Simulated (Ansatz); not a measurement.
Two shapes of singlet C₃H₈.

Shape 1:

```xyz
11

C     0.0322   -0.2933   -1.2827
C    -0.0433    0.6039   -0.0050
C     0.0374   -0.2624    1.3038
H     0.0328    0.3817   -2.1374
H     0.8800   -0.9197   -1.3690
H    -0.9103   -0.9491   -1.3021
H    -0.8790    1.2199   -0.0419
H     0.9135    1.2110   -0.0040
H     0.0069    0.3543    2.2199
H    -0.9353   -0.9148    1.3071
H     0.8800   -0.8857    1.2771
```

Shape 2:

```xyz
11

C    -0.0249   -0.2919   -1.3019
C    -0.0103    0.6155    0.0442
C    -0.0160   -0.2706    1.2770
H     0.0367    0.4230   -2.1812
H     0.8821   -0.9735   -1.3962
H    -0.8527   -0.9668   -1.3024
H    -0.8623    1.2620   -0.0817
H     0.9487    1.1758    0.0300
H     0.0123    0.4135    2.2102
H    -0.9604   -0.8750    1.2695
H     0.8715   -0.8322    1.3034
```

Basis set: 6-31G (spherical functions). Left uncorrelated: 3 orbitals. Charge 0, multiplicity 1.

Computed with Ansatz (development build ahead of 0.2.0); each method stands on the lowest determinant of its kind that the runs found.

(1) Which shape is lower in energy, and by how much in each method?

## Answers

(1)

```csv
method,E(2) − E(1) (eV)
RHF,0.070
RHF-MP2,0.026
```

Shape 1 is lower.
